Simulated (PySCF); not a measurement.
**EPR parameters of C3H5O**

Species: C3H5O (doublet state).
Atom-mapped SMILES: `[CH3:1][C:2]1[CH2:3][O:4]1` (hydrogens: H5, H6, H7 on C1; H8, H9 on C3)

Level of theory: UKS B3LYP, pcH-1 on C H O, non-relativistic, mean-field spin-orbit, GIAO (PySCF). Geometry: GFN2-xTB; no solvent, vibrations or thermal averaging. Couplings are sensitive to structure, and on GFN2-xTB geometries they can be far from those on DFT ones. No stability test was run, so a lower SCF solution isn't excluded.

- g1, g2, g3: 2.00209, 2.00280, 2.00441
- g_iso: 2.00310
- Form of g: rhombic: the two nearest values differ by 31 % of g3 − g1
- ⟨S²⟩: 0.7528 (exact 0.7500)
- HOMO–LUMO gap, α and β orbitals: 6.90, 6.78 eV
- Basis functions: 150

Hyperfine couplings atom by atom, in MHz; T1 to T3 are the principal values of the dipolar part; ρ(0) is the spin density at the nucleus:

```json
{"atom": "C1", "isotope": "13C", "a_iso": "42.5", "T1": "-5.8", "T2": "-5.0", "T3": "10.7", "Mulliken spin population": "-0.02", "ρ(0) (bohr⁻³)": "0.0378"}
{"atom": "C2", "isotope": "13C", "a_iso": "353.6", "T1": "-69.9", "T2": "-65.7", "T3": "135.7", "Mulliken spin population": "0.83", "ρ(0) (bohr⁻³)": "0.3145"}
{"atom": "C3", "isotope": "13C", "a_iso": "0.7", "T1": "-3.1", "T2": "-0.4", "T3": "3.6", "Mulliken spin population": "-0.02", "ρ(0) (bohr⁻³)": "0.0006"}
{"atom": "O4", "isotope": "17O", "a_iso": "-32.7", "T1": "-63.1", "T2": "29.1", "T3": "34.0", "Mulliken spin population": "0.14", "ρ(0) (bohr⁻³)": "0.0539"}
{"atom": "H5", "isotope": "1H", "a_iso": "6.2", "T1": "-6.9", "T2": "-4.9", "T3": "11.8", "Mulliken spin population": "0.00", "ρ(0) (bohr⁻³)": "0.0014"}
{"atom": "H6", "isotope": "1H", "a_iso": "109.0", "T1": "-5.5", "T2": "-1.8", "T3": "7.3", "Mulliken spin population": "0.07", "ρ(0) (bohr⁻³)": "0.0244"}
{"atom": "H7", "isotope": "1H", "a_iso": "19.2", "T1": "-6.7", "T2": "-5.2", "T3": "11.9", "Mulliken spin population": "0.00", "ρ(0) (bohr⁻³)": "0.0043"}
{"atom": "H8", "isotope": "1H", "a_iso": "4.1", "T1": "-5.8", "T2": "-2.9", "T3": "8.7", "Mulliken spin population": "0.00", "ρ(0) (bohr⁻³)": "0.0009"}
{"atom": "H9", "isotope": "1H", "a_iso": "7.9", "T1": "-5.5", "T2": "-4.9", "T3": "10.4", "Mulliken spin population": "0.00", "ρ(0) (bohr⁻³)": "0.0018"}
```

The Mulliken spin populations are largest on C2 (+0.83), O4 (+0.14) and H6 (+0.07). C2 is the only atom above +0.15. The angles at C2 add up to 320.4°, so it is pyramidal.

Under fast tumbling the dipolar parts average out, and these isotropic splittings remain: 3 × 1H (H5/H6/H7, I = 1/2, 4 lines) with 1.60 mT and 2 × 1H (H8/H9, I = 1/2, 3 lines) with 0.21 mT.

Nuclei that the bonding pattern makes equivalent are averaged, as if the motion that swaps them (rotation, inversion, ring flip) were fast. The three 1H nuclei of mean +44.8 MHz run from 6.2 to 109.0 MHz in the frozen geometry.

The 17O coupling of O4 (-32.7 MHz) shows only in satellite lines or after enrichment, since that isotope makes up about 0.038 % of natural oxygen.

The 13C coupling of C2 (353.6 MHz) shows only in satellite lines or after enrichment, since that isotope makes up about 1.07 % of natural carbon.
